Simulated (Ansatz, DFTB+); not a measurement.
Molecule: C$_{2}$H$_{8}$N, charge 1, multiplicity 1. SMILES: [NH2+](C)C

Atoms: C1, N2, C3, H4, H5, H6, H7, H8, H9, H10, H11. Bonds: C1-N2, C1-H4, C1-H5, C1-H6, N2-C3, N2-H7, N2-H11, C3-H8, C3-H9, C3-H10.

Bond lengths (Å) and angles (degrees) optimised at SCC-DFTB with DFTB+; HF/6-31G* with Ansatz (a first-principles code); MP2/6-31G* with Ansatz, each started from the B3LYP-D3(BJ)/def2-TZVP structure (Ansatz) of the last column. A row stands for all coordinates that are equal there; 6 of 10 kinds are shown. 6-31G* holds six Cartesian d functions. No wavenumbers were computed at SCC-DFTB, MP2/6-31G*, so these may be saddle points.

| coordinate | SCC-DFTB | HF/6-31G* | MP2/6-31G* | B3LYP-D3(BJ)/def2-TZVP |
|---|---|---|---|---|
| C1-N2 | 1.473 | 1.499 | 1.503 | 1.503 |
| C1-H4 | 1.096 | 1.079 | 1.089 | 1.087 |
| N2-H7 | 1.042 | 1.010 | 1.028 | 1.022 |
| C1-N2-C3 | 113.0 | 114.3 | 113.9 | 114.1 |
| N2-C1-H4 | 109.4 | 108.4 | 108.2 | 108.4 |
| N2-C1-H5 | 109.1 | 108.8 | 108.8 | 108.9 |

Mean signed difference of all 10 bond lengths from B3LYP-D3(BJ)/def2-TZVP: SCC-DFTB 0.004 Å, HF/6-31G* -0.008 Å, MP2/6-31G* 0.003 Å.
